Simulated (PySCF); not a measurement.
Computed NMR parameters against published values

Molfile (atoms numbered from 1):
```
C6H10
     RDKit          3D

 16 15  0  0  0  0  0  0  0  0999 V2000
    2.8614    1.0507    0.0414 C   0  0  0  0  0  0  0  0  0  0  0  0
    2.1603    0.0883    0.1589 C   0  0  0  0  0  0  0  0  0  0  0  0
    1.2892   -1.0641    0.2706 C   0  0  0  0  0  0  0  0  0  0  0  0
   -0.1300   -0.7417   -0.2112 C   0  0  0  0  0  0  0  0  0  0  0  0
   -0.8225    0.2728    0.6950 C   0  0  0  0  0  0  0  0  0  0  0  0
   -2.2169    0.6224    0.1910 C   0  0  0  0  0  0  0  0  0  0  0  0
    3.4842    1.8892   -0.0542 H   0  0  0  0  0  0  0  0  0  0  0  0
    1.2599   -1.3905    1.3147 H   0  0  0  0  0  0  0  0  0  0  0  0
    1.7087   -1.8775   -0.3294 H   0  0  0  0  0  0  0  0  0  0  0  0
   -0.7138   -1.6651   -0.2371 H   0  0  0  0  0  0  0  0  0  0  0  0
   -0.0807   -0.3457   -1.2283 H   0  0  0  0  0  0  0  0  0  0  0  0
   -0.8949   -0.1365    1.7059 H   0  0  0  0  0  0  0  0  0  0  0  0
   -0.2131    1.1778    0.7464 H   0  0  0  0  0  0  0  0  0  0  0  0
   -2.6989    1.3306    0.8609 H   0  0  0  0  0  0  0  0  0  0  0  0
   -2.8363   -0.2703    0.1312 H   0  0  0  0  0  0  0  0  0  0  0  0
   -2.1642    1.0686   -0.7997 H   0  0  0  0  0  0  0  0  0  0  0  0
  1  2  3  0
  2  3  1  0
  3  4  1  0
  4  5  1  0
  5  6  1  0
  1  7  1  0
  3  8  1  0
  3  9  1  0
  4 10  1  0
  4 11  1  0
  5 12  1  0
  5 13  1  0
  6 14  1  0
  6 15  1  0
  6 16  1  0
M  END
```

[PySCF 2.14: GFN2-xTB structure; σ from GIAO-PBE0/pcSseg-1; single conformer; no relativistic terms; gas phase; one averaged value for each set of equivalent atoms]

Reference values: measured (solution, not stated per compound (mostly CDCl3 or CCl4); Pretsch, Buehlmann, Badertscher, Structure Determination of Organic Compounds, 4th ed. (2009)).
| atoms | quantity | reference | computed | computed, scaled |
| --- | --- | --- | --- | --- |
| C2 | δ $^{13}$C | 83.0 | 89.8 | 85.4 |
| C1 | δ $^{13}$C | 66.0 | 75.3 | 71.2 |

Computed shifts are σ(ref) − σ with the named reference compound (TMS for H and C) calculated as an isolated molecule at the same level. The measured values may be among those fitted. Scaled to experiment by linear calibration (H and C: mostly CDCl3 data, vs TMS): $^{13}$C: δ = 179.97 − 0.974σ (rms 2.1 ppm, 958 shifts, 2.3 ppm with the 13 outliers that the fit left out). Occasional misses reach two or three times the rms, and more in compound classes unlike the fitted ones.

**Question.** How far are the unscaled $^{13}$C shifts from the references?

**Answer.** Mean signed difference +8.05 ppm, mean absolute 8.05 ppm over 2 comparisons; the largest is +9.3 ppm at C1 (terminal alkyne carbon).
